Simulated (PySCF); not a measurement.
**One shape, several levels: BNH6 (SMILES [BH3-][NH3+])**

Aim: a comparison of 5 runs (HF/STO-3G, HF/3-21G, HF/def2-SVP, B3LYP/6-31G*, PBE/pcseg-2) of BNH6. The job is set up through a Python script.

The results are computed with PySCF 2.14.0.

## 1. The molecule

BNH6 has 8 atoms, charge 0, and is taken as a singlet. As SMILES, `[BH3-][NH3+]`. The shape is that of a PBE0-D4/def2-TZVP optimisation.

Bond lengths: B1–N2 1.639 Å, B1–H3 1.212 Å, B1–H4 1.212 Å, B1–H5 1.212 Å, N2–H6 1.015 Å, N2–H7 1.015 Å, N2–H8 1.015 Å. Some angles: B1–N2–H6 110.9°, B1–N2–H7 110.9°, B1–N2–H8 110.9°, N2–B1–H3 105.3°, N2–B1–H4 105.3°, N2–B1–H5 105.3°, H6–N2–H7 108.0°, H6–N2–H8 108.0°, H7–N2–H8 108.0°, H3–B1–H4 113.3°.

## 2. Energy and gradient at HF/STO-3G (run 1)

input.py reads:

```python
import pyscf.grad
from pyscf import gto

mol = gto.Mole()
mol.atom = '''
B     -0.361505     0.473943    -1.465294
N      0.390228    -0.482069     1.382713
H     -0.147777    -1.376477    -2.798684
H     -2.518249     1.227755    -1.298620
H      1.142150     2.128965    -1.962292
H      0.266073     0.958091     2.643160
H      2.185657    -1.155190     1.427310
H     -0.782347    -1.883112     1.966260
'''
mol.unit = 'bohr'
mol.basis = 'sto-3g'
mol.max_memory = 1860
mol.verbose = 3
mol.build()

mf = mol.RHF()
mf.conv_tol = 1e-10
mf.kernel()
if not mf.converged:
    mf = mf.newton().run(mf.mo_coeff, mf.mo_occ)

energy = mf.e_tot
print(f'total energy: {energy:.8f} hartree')
grad = mf.Gradients().kernel()
dip = mf.dip_moment()
pop, q = mf.mulliken_pop()
```

On the command line:

```
OMP_NUM_THREADS=1 python input.py
```

What it wrote:

```text
converged SCF energy = -81.5939533189478
total energy: -81.59395332 hartree
--------------- RHF gradients ---------------
         x                y                z
0 B     0.0083571689    -0.0105691543     0.0315580451
1 N     0.0045310890    -0.0057939656     0.0174135586
2 H     0.0022135004    -0.0230228329    -0.0190325196
3 H    -0.0281171756     0.0102994995     0.0001683761
4 H     0.0187025994     0.0218195928    -0.0083137496
5 H     0.0008651936    -0.0132991153    -0.0132870858
6 H    -0.0173830058     0.0068132756    -0.0016811859
7 H     0.0108306301     0.0137527002    -0.0068254389
----------------------------------------------
Dipole moment(X, Y, Z, Debye):  1.42795, -1.81571,  5.40916
 ** Mulliken pop  **
pop of  0 B 1s            1.98869
pop of  0 B 2s            0.88296
pop of  0 B 2px           0.81126
pop of  0 B 2py           0.79416
pop of  0 B 2pz           0.44144
pop of  1 N 1s            1.99486
pop of  1 N 2s            1.56334
pop of  1 N 2px           1.19276
pop of  1 N 2py           1.20493
pop of  1 N 2pz           1.45599
pop of  2 H 1s            1.14229
pop of  3 H 1s            1.14229
pop of  4 H 1s            1.14228
pop of  5 H 1s            0.74757
pop of  6 H 1s            0.74759
pop of  7 H 1s            0.74757
 ** Mulliken atomic charges  **
charge of    0B =      0.08149
charge of    1N =     -0.41189
charge of    2H =     -0.14229
charge of    3H =     -0.14229
charge of    4H =     -0.14228
charge of    5H =      0.25243
charge of    6H =      0.25241
charge of    7H =      0.25243
```

It took 1.7 s on 1 thread of Intel Xeon at 2.50GHz (Skylake/Cascade Lake), shared host; peak memory 0.12 GiB.

## 3. Energy and forces at HF/3-21G (run 2)

job.py reads:

```python
from pyscf import gto

mol = gto.M(
    atom='''
B     -0.361505     0.473943    -1.465294
N      0.390228    -0.482069     1.382713
H     -0.147777    -1.376477    -2.798684
H     -2.518249     1.227755    -1.298620
H      1.142150     2.128965    -1.962292
H      0.266073     0.958091     2.643160
H      2.185657    -1.155190     1.427310
H     -0.782347    -1.883112     1.966260
''',
    verbose=4,
    unit='bohr',
    basis='3-21g',
    max_memory=1860,
    spin=0,
)

mf = mol.RHF()
mf.conv_tol = 1e-10
mf.kernel()
if not mf.converged:
    mf = mf.newton().run(mf.mo_coeff, mf.mo_occ)

e_final = mf.e_tot
print(f'total energy: {e_final:.8f} hartree')
grad = mf.nuc_grad_method().kernel()
mf.analyze()
```

On the command line:

```
OMP_NUM_THREADS=1 python job.py
```

What it wrote:

```text
PySCF version 2.14.0

[... 74 lines left out ...]
Total Energy =                         -82.164833015612587
[... 4 lines left out ...]
DFT Exchange-Correlation Energy =      -12.574598272624627
[... 6 lines left out ...]
MO #5   energy= -0.729873542403282 occ= 2
[... 4 lines left out ...]
MO #10  energy= 0.203795753902194  occ= 0
[... 4 lines left out ...]
MO #15  energy= 0.37781051542006   occ= 0
[... 4 lines left out ...]
MO #20  energy= 1.03707393853998   occ= 0
[... 4 lines left out ...]
MO #25  energy= 1.42935968629084   occ= 0
[... 4 lines left out ...]
MO #30  energy= 2.75083890595401   occ= 0
[... 41 lines left out ...]
Dipole moment(X, Y, Z, Debye):  1.45492, -1.84993,  5.51115
```

It took 2.4 s on 1 thread of Intel Xeon at 2.50GHz (Skylake/Cascade Lake), shared host; peak memory 0.12 GiB.

## 4. Energy and forces at HF/def2-SVP (run 3)

job.py reads:

```python
# [BH3-][NH3+]
import pyscf.grad
from pyscf import gto

mol = gto.M(
    atom='''
B       -0.191300       0.250800      -0.775400
N        0.206500      -0.255100       0.731700
H       -0.078200      -0.728400      -1.481000
H       -1.332600       0.649700      -0.687200
H        0.604400       1.126600      -1.038400
H        0.140800       0.507000       1.398700
H        1.156600      -0.611300       0.755300
H       -0.414000      -0.996500       1.040500
''',
    spin=0,
    basis='def2-svp',
    max_memory=1860,
    verbose=3,
    charge=0,
)

hf = mol.RHF()
hf.conv_tol = 1e-10
hf.kernel()
if not hf.converged:
    hf = hf.newton().run(hf.mo_coeff, hf.mo_occ)

etot = hf.e_tot
print(f'total energy: {etot:.8f} hartree')
grad = hf.Gradients().kernel()
hf.analyze()
```

On the command line:

```
OMP_NUM_THREADS=1 python job.py
```

What it wrote:

```text
converged SCF energy = -82.5597017985432
[... 11 lines left out ...]
MO #2   energy= -7.53157830586917  occ= 2
[... 6 lines left out ...]
MO #9   energy= -0.409719418809475 occ= 2
[... 6 lines left out ...]
MO #16  energy= 0.380791699328999  occ= 0
[... 6 lines left out ...]
MO #23  energy= 0.82172381157353   occ= 0
[... 6 lines left out ...]
MO #30  energy= 1.21498529245012   occ= 0
[... 6 lines left out ...]
MO #37  energy= 1.76089966977141   occ= 0
[... 6 lines left out ...]
MO #44  energy= 2.20092132361466   occ= 0
[... 6 lines left out ...]
MO #51  energy= 2.85209570481639   occ= 0
[... 6 lines left out ...]
MO #58  energy= 3.6422309162746    occ= 0
[... 9 lines left out ...]
Dipole moment(X, Y, Z, Debye):  1.39567, -1.77456,  5.28665
```

Wall time 4.5 s (1 thread of Intel Xeon at 2.50GHz (Skylake/Cascade Lake), shared host); peak memory 0.13 GiB.

Run 4 isn't shown in full; the table further down has it.

## 5. Energy and forces at PBE/pcseg-2 (run 5)

job.py reads:

```python
# [BH3-][NH3+]
from pyscf import gto, dft

molecule = gto.M(
    atom='''
B   -0.191300   0.250800  -0.775400
N    0.206500  -0.255100   0.731700
H   -0.078200  -0.728400  -1.481000
H   -1.332600   0.649700  -0.687200
H    0.604400   1.126600  -1.038400
H    0.140800   0.507000   1.398700
H    1.156600  -0.611300   0.755300
H   -0.414000  -0.996500   1.040500
''',
    verbose=4,
    basis='pcseg-2',
    max_memory=1860,
)

calc0 = dft.RKS(molecule, xc='pbe')
calc0.grids.level = 5
calc0.conv_tol = 1e-10
calc0.kernel()
if not calc0.converged:
    calc0 = calc0.newton().run(calc0.mo_coeff, calc0.mo_occ)

energy = calc0.e_tot
print('E(%s) = %.9f' % ('PBE', energy))
grad = calc0.nuc_grad_method().kernel()
dip = calc0.dip_moment()
pop, q = calc0.mulliken_pop()
```

On the command line:

```
OMP_NUM_THREADS=1 python job.py
```

What it wrote:

```text
PySCF version 2.14.0

[... 77 lines left out ...]
converged SCF energy = -83.1213441134855
[... 13 lines left out ...]
Dipole moment(X, Y, Z, Debye):  1.31127, -1.66729,  4.96707
[... 153 lines left out ...]
charge of    7H =      0.18246
```

Wall time 1.7 min (1 thread of Intel Xeon at 2.50GHz (Skylake/Cascade Lake), shared host); peak memory 1.6 GiB.

## 6. All runs side by side

| run | level | Cartesian functions | integration grid | energy (Eh) | dipole moment (D) | HOMO energy (eV) | LUMO energy (eV) | wall time |
| --- | --- | --- | --- | --- | --- | --- | --- | --- |
| 1 | HF/STO-3G | no | – | -81.593953 | 5.88 | -9.45 | 14.26 | 1.7 s |
| 2 | HF/3-21G | no | – | -82.164833 | 5.99 | -10.95 | 5.55 | 2.4 s |
| 3 | HF/def2-SVP | no | – | -82.559702 | 5.75 | -11.15 | 3.60 | 4.5 s |
| 4 | B3LYP/6-31G* (Cartesian functions) | yes | 5 | -83.212927 | 5.65 | -7.22 | 0.77 | 13 s |
| 5 | PBE/pcseg-2 | no | 5 | -83.121344 | 5.40 | -6.42 | -1.14 | 1.7 min |

## 7. Outcome

| quantity | value |
| --- | --- |
| run 5: total energy | -83.12134 Eh |
| run 5: dipole moment | 5.40 D |
| run 5: HOMO energy | -6.42 eV |
| run 5: LUMO energy | -1.14 eV |
| run 5: HOMO–LUMO gap | 5.28 eV |
| run 5: largest force on an atom | 0.325 eV/Å |

**Reading.** The dipole moment (its size) runs from 5.40 D (PBE/pcseg-2) to 5.99 D (HF/3-21G). The two ends differ in method and basis. The HOMO–LUMO gap runs from 5.28 eV (PBE/pcseg-2) to 23.71 eV (HF/STO-3G). Totals of different functionals can't be ranked against each other. In run 1 the basis is minimal, so the values are rough. All runs together took 2.1 min, the longest 1.7 min.
